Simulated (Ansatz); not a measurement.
Two shapes of doublet CHS.

Shape 1:

```xyz
3

H     0.0000    0.0839   -1.1491
C     0.0000   -0.3579   -0.1401
S     0.0000    0.2740    1.2892
```

Shape 2:

```xyz
3

H    -0.0404    0.0876   -1.1784
C     0.0393   -0.3370   -0.1629
S     0.0297    0.3093    1.2700
```

Basis set: def2-SVP (spherical functions). Frozen core: 6 orbitals. Correlation on ROHF uses semicanonical orbitals with singles. Charge 0, multiplicity 2.

Computed with Ansatz (development build ahead of 0.2.0); each method stands on the lowest determinant of its kind that the runs found.

**Question.** Which shape is lower in energy, and by how much in each method?

**Answer.**

```tsv
method	E(2) − E(1) (eV)
UHF	-0.005
ROHF-MP2	0.003
UHF-MP2	0.032
ROHF-CCSD(T)	-0.004
UHF-CCSD(T)	-0.002
```

Shape 1 is lower, bar methods that put the two within 0.005 eV. Caution for UHF, UHF-MP2, UHF-CCSD(T): the unrestricted determinant is spin contaminated.
